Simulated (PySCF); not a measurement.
Core-level binding energies of `CC/C=C/[S-]`

Compound: C4H7S (charge -1).
SMILES with atom numbers: `[CH3:1][CH2:2]/[CH:3]=[CH:4]/[S-:5]`

Geometry (PBE0-D3(BJ)/def2-SVP, Å), atoms numbered from 1 in this order:
```xyz
12
C4H7S angstrom
C     -2.0503   -0.2071   -0.4252
C     -0.8518    0.0567    0.4903
C      0.2850   -0.9014    0.3093
C      1.5228   -0.5433   -0.1391
S      2.9226   -1.4943   -0.4137
H     -2.8860    0.4954   -0.2449
H     -1.7511   -0.1285   -1.4830
H     -2.4372   -1.2298   -0.2771
H     -1.2263    0.0588    1.5385
H     -0.4820    1.0831    0.3083
H      0.0991   -1.9593    0.5431
H      1.6172    0.5441   -0.3493
```

The calculation used delta-SCF UKS SCAN, pcX-2 on the ionised atom, pcseg-1 elsewhere, spin-free X2C in PySCF. These are vertical core ionisation energies against the vacuum level, from separate self-consistent calculations with and without the core hole.

Problem. List the computed XPS lines with their assignment.

Solution. 
| atom(s) | bonded to | level | binding energy (eV) | above the level's lowest (eV) | count |
| --- | --- | --- | --- | --- | --- |
| C1 | C and 3 H | C 1s | 286.81 | +2.54 | 1 |
| C2 | 2 C and 2 H | C 1s | 286.52 | +2.25 | 1 |
| C3 | C (double bond), C and H | C 1s | 284.27 | 0.00 | 1 |
| C4 | S, C (double bond) and H | C 1s | 285.28 | +1.01 | 1 |
| S5 | C | S 1s | 2469.20 | 0.00 | 1 |

Lowest listed C 1s: C3, bonded to C (double bond), C and H. Highest, 2.54 eV above it: C1, bonded to C and 3 H. Summing the Pauling electronegativity differences to the bonded atoms, each weighted by its formal bond order, gives -0.35 for the lowest site and -1.05 for the highest; the largest sum, -0.32, belongs to C4, 1.53 eV below the top. The smallest sum, -1.05, belongs to C1, 2.54 eV above the lowest.

Problem. Which effective nuclear charge Zeff reproduces each element's mean 1s value in the hydrogen-like formula E = 13.606 eV × Zeff²?

Solution. C (Z = 6): mean 285.7 eV, Zeff = 4.58, Z − Zeff = 1.42; S (Z = 16): mean 2469.2 eV, Zeff = 13.47, Z − Zeff = 2.53. Means run over the listed sites, weighted by atom count.

Not every level is listed. Spin contamination (⟨S²⟩ against 0.75 for a pure doublet) is marked for C 1s of C4 (0.91), which makes this value less certain. The species carries charge -1, so core ionisation leaves a neutral species. The basis sets have no added diffuse functions. The structure is a single PBE0-D3(BJ)/def2-SVP conformer in the gas phase; no vibrational or solvent corrections.

The run took 52 s wall on Arm Neoverse V1, one thread, on a shared host.
